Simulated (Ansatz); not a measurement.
Scan of SiH$_{4}$⁺, doublet

All five atoms lie in one plane.

Starting geometry (PBE0/def2-TZVP stationary point for this spin, not checked as a minimum):

```xyz
5

Si    0.0000    0.0000    0.0000
H    -0.0112    1.0909    1.0838
H    -0.0168   -1.0838    1.0907
H     0.0168    1.0838   -1.0907
H     0.0112   -1.0909   -1.0838
```

From there H3 moves along the line of the two atoms named below, all else staying in place; atoms are numbered as listed. Energies are in kJ/mol, counted from the starting geometry at the same level.

Basis 6-31G; Ansatz 0.2.0. Correlated methods freeze the noble-gas cores. Prefix R: restricted or restricted open-shell reference.

Full CI is exact within this basis and frozen core; it isn't the basis-set limit.

```
distance Si1-H3 (Å)   RMP2
              1.201  140.5
              1.349   36.9
              1.538    0.0
              1.717    6.9
              1.863   22.5
              2.105   25.2
              2.410   15.6
              2.796    6.9
              3.378    3.1
              4.151    3.6
              5.146    4.4
```

Estimate the full CI curve in 6-31G from this one, knowing how RMP2 errs.

The computed full CI values, in kJ/mol from the starting point, and the error of RMP2 against them:
```
distance Si1-H3 (Å)  full CI  RMP2 less full CI
              1.201    146.7               -6.2
              1.349     41.0               -4.1
              1.538      0.0                0.0
              1.717      2.4                4.5
              1.863     12.0               10.5
              2.105     22.5                2.7
              2.410     21.7               -6.1
              2.796     15.5               -8.6
              3.378     12.0               -8.8
              4.151     12.4               -8.8
              5.146     13.2               -8.7
```

The error spans 19.3 kJ/mol and is largest, 10.5 kJ/mol, at 1.863 Å.
